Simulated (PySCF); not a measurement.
Relaxation of singlet [ClH6]+

These are results of PySCF, PBE0, basis Cl def2-TZVP, H def2-TZVP (no relativity, density fitting), not measurements. A (50,194) grid was used.

A hand-made octahedral start, of Oh symmetry, held to at least that symmetry:

```xyz
7
charge 1 multiplicity 1, angstrom
Cl    0.0000    0.0000    0.0000
H     0.0000    0.0000    1.2838
H     0.0000    0.0000   -1.2838
H     1.2838    0.0000    0.0000
H     0.0000    1.2838    0.0000
H    -1.2838    0.0000    0.0000
H     0.0000   -1.2838    0.0000
```

Q: What forces act on the atoms at the start (eV/Å)?

A: 
```tsv
atom	Fx	Fy	Fz
Cl1	0.00	0.00	0.00
H2	0.00	0.00	2.34
H3	0.00	0.00	-2.34
H4	2.34	0.00	0.00
H5	0.00	2.34	0.00
H6	-2.34	0.00	0.00
H7	0.00	-2.34	0.00
```

Q: What does it relax to?

A: It ends at Oh with Cl–H 1.379 Å (×6); H–Cl–H 90.0° (×12), H–Cl–H 180.0° (×3). A frequency run shows a minimum. Other isomers or separated fragments may lie lower.

Q: How much energy is released, and in how many steps?

A: 58.4 kJ/mol in 4 steps.

The relaxation took 3.9 s on 2 threads of a shared Arm Neoverse V1 host, with 73 basis functions and 5 gradients; the process peaked at 0.72 GiB. Launch command: `OMP_NUM_THREADS=2 python axn.py task.json out`.
